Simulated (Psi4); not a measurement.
**NH2 (SMILES [NH2]) at UPBE0/aug-cc-pVTZ**

What is the energy difference between two shapes of NH2 at UPBE0/aug-cc-pVTZ? 

Program for the calculation: Psi4 1.11.

5 further runs of the same task are left out: 1 that didn't finish, 4 set aside as unsound or not needed.

## (1) The structure to begin with

NH2: 3 atoms, total charge 0, spin state doublet. As SMILES, `[NH2]`. The coordinates come from a GFN2-xTB relaxation.

Bond lengths: N1–H2 1.014 Å, N1–H3 1.014 Å. Angles: H2–N1–H3 110.0°.

## (2) The polarisability at UPBE0/aug-cc-pVTZ

Contents of job.in:

```
memory 1.6 GB

molecule {
  0 2
  N      0.307180    -0.182210     0.151440
  H      0.155580     0.820260     0.174790
  H     -0.462760    -0.638040    -0.326220
}

set {
  reference uks
  scf_type pk
}

result = properties('pbe0/aug-cc-pVTZ', properties=['dipole_polarizabilities'])
```

On the command line:

```bash
psi4 -i job.in -o job.out -n 1
```

job.out:

```text
[...]
  Running in cs symmetry.
[...]
  Nuclear repulsion =    7.623248640330202
[...]
  Multiplicity = 2
[...]
  Nalpha       = 5
  Nbeta        = 4
[...]
    Number of basis functions: 92
[...]
   @UKS iter   1:   -55.72812112572429   -3.99473e-01   7.24750e-03 DIIS/ADIIS
[...]
   @UKS iter   7:   -55.83522301216485   -1.22280e-07   8.99692e-07 DIIS
[...]
   @S^2 Observed:                7.538195274E-01
[...]
    Orbital Energies [Eh]
    ---------------------
    Alpha Occupied:
       1Ap   -14.414709     2Ap    -0.884712     3Ap    -0.505439
       1App   -0.339698     4Ap    -0.337110
    Alpha Virtual:
       5Ap    -0.007688     6Ap     0.028036     2App    0.077417
       7Ap     0.080298     8Ap     0.099663     9Ap     0.125056
      10Ap     0.143808    11Ap     0.159376     3App    0.187345
      12Ap     0.217684     4App    0.221706    13Ap     0.306556
      14Ap     0.333595    15Ap     0.353533    16Ap     0.398242
      17Ap     0.399973     5App    0.426511    18Ap     0.469337
       6App    0.475209    19Ap     0.602459     7App    0.637944
[...]
  @UKS Final Energy:   -55.83522301216485
   => Energetics <=
    Nuclear Repulsion Energy =              7.6232486403302024
    One-Electron Energy =                 -90.3324396049612375
    Two-Electron Energy =                  32.5861620289135629
    DFT Exchange-Correlation Energy =      -5.7121940764473829
    Empirical Dispersion Energy =           0.0000000000000000
    VV10 Nonlocal Energy =                  0.0000000000000000
    Total Energy =                        -55.8352230121648532
[...]
 Multipole Moments:
 ------------------------------------------------------------------------------------
     Multipole            Electronic (a.u.)      Nuclear  (a.u.)        Total (a.u.)
 ------------------------------------------------------------------------------------
 L = 1.  Multiply by 2.5417464519 to convert [e a0] to [Debye]
 Dipole X            :          0.2473209           -0.8411302           -0.5938092
 Dipole Y            :         -0.1322622            0.4500467            0.3177846
 Dipole Z            :          0.0000000            0.0000000            0.0000000
 Magnitude           :                                                    0.6734957
[...]
```

Wall time 23 s (1 thread of Intel Xeon Platinum 8375C at 2.90GHz (Ice Lake), shared host); peak memory 0.54 GiB.

## (3) The distorted shape

Contents of job.inp:

```
memory 1600 mb

molecule system {
  0 2
  N      0.281030    -0.172155     0.157292
  H      0.142898     0.825337     0.181695
  H     -0.462098    -0.659053    -0.345395
  units angstrom
}

set {
  reference uks
  scf_type  pk
}

result, w = properties('pbe0/aug-cc-pVTZ', properties=['dipole_polarizabilities'], return_wfn=True)
```

On the command line:

```bash
psi4 -i job.inp -o job.out -n 1
```

job.out:

```text
[...]
  Running in cs symmetry.
[...]
  Nuclear repulsion =    7.619794096459414
[...]
  Multiplicity = 2
[...]
  Nalpha       = 5
  Nbeta        = 4
[...]
    Number of basis functions: 92
[...]
   @UKS iter   1:   -55.72647972488566   -3.98942e-01   7.27159e-03 ADIIS/DIIS
[...]
   @UKS iter   7:   -55.83423935385532   -1.17915e-07   8.99635e-07 DIIS
[...]
   @S^2 Observed:                7.538429224E-01
[...]
    Orbital Energies [Eh]
    ---------------------
    Alpha Occupied:
       1Ap   -14.413947     2Ap    -0.883206     3Ap    -0.509739
       1App   -0.339376     4Ap    -0.332959
    Alpha Virtual:
       5Ap    -0.007567     6Ap     0.027777     2App    0.077244
       7Ap     0.080345     8Ap     0.099041     9Ap     0.124581
      10Ap     0.145100    11Ap     0.156887     3App    0.186091
      12Ap     0.220565     4App    0.224259    13Ap     0.305554
      14Ap     0.332850    15Ap     0.354722    16Ap     0.397985
      17Ap     0.399117     5App    0.423828    18Ap     0.466362
       6App    0.475695    19Ap     0.600338     7App    0.638378
[...]
  @UKS Final Energy:   -55.83423935385532
   => Energetics <=
    Nuclear Repulsion Energy =              7.6197940964594144
    One-Electron Energy =                 -90.3284233808171422
    Two-Electron Energy =                  32.5861392882790284
    DFT Exchange-Correlation Energy =      -5.7117493577766192
    Empirical Dispersion Energy =           0.0000000000000000
    VV10 Nonlocal Energy =                  0.0000000000000000
    Total Energy =                        -55.8342393538553168
[...]
 Multipole Moments:
 ------------------------------------------------------------------------------------
     Multipole            Electronic (a.u.)      Nuclear  (a.u.)        Total (a.u.)
 ------------------------------------------------------------------------------------
 L = 1.  Multiply by 2.5417464519 to convert [e a0] to [Debye]
 Dipole X            :          0.2353004           -0.8209742           -0.5856739
 Dipole Y            :         -0.1139853            0.4203211            0.3063358
 Dipole Z            :          0.0000000            0.0000000            0.0000000
 Magnitude           :                                                    0.6609505
[...]
```

Run time: 24 s. Hardware: 1 thread of Intel Xeon Platinum 8375C at 2.90GHz (Ice Lake), shared host; peak memory 0.54 GiB.

## (4) What came out

At UPBE0/aug-cc-pVTZ:

| quantity | value |
| --- | --- |
| first shape: total energy | -55.83522 Eh |
| first shape: dipole moment | 1.71 D |
| first shape: HOMO energy (highest over α and β) | -8.50 eV |
| first shape: LUMO energy (lowest over α and β) | -2.81 eV |
| first shape: ⟨S²⟩ | 0.754 |
| first shape: mean static polarisability | 12.1 bohr³ |
| distorted shape: total energy | -55.83424 Eh |
| distorted shape: dipole moment | 1.68 D |
| distorted shape: HOMO energy (highest over α and β) | -8.39 eV |
| distorted shape: LUMO energy (lowest over α and β) | -2.80 eV |
| distorted shape: ⟨S²⟩ | 0.754 |
| distorted shape: mean static polarisability | 12.2 bohr³ |
| energy change with the atoms displaced | 0.027 eV |

In words: With the atoms displaced the energy rises by 0.03 eV (0.6 kcal/mol). The first shape isn't relaxed at this level, so the change isn't measured from a minimum.
